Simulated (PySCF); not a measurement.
Delta-SCF ions had no search for a lower state. 

Species: CH$_{4}$, SMILES `C` (charge 0, multiplicity 1).

### Question
What hole reorganisation energy (four-point), HOMO, vertical ionisation energy (Delta-SCF), dipole moment and HOMO–LUMO gap does PBE0-D3(BJ)/def2-TZVP (PySCF) give?

### Answer

```json
{
  "hole reorganisation energy (four-point)": "3.113 eV",
  "HOMO": "-10.98 eV",
  "vertical ionisation energy (Delta-SCF)": "14.08 eV",
  "dipole_moment": "0.00 D",
  "HOMO–LUMO gap": "12.68 eV"
}
```
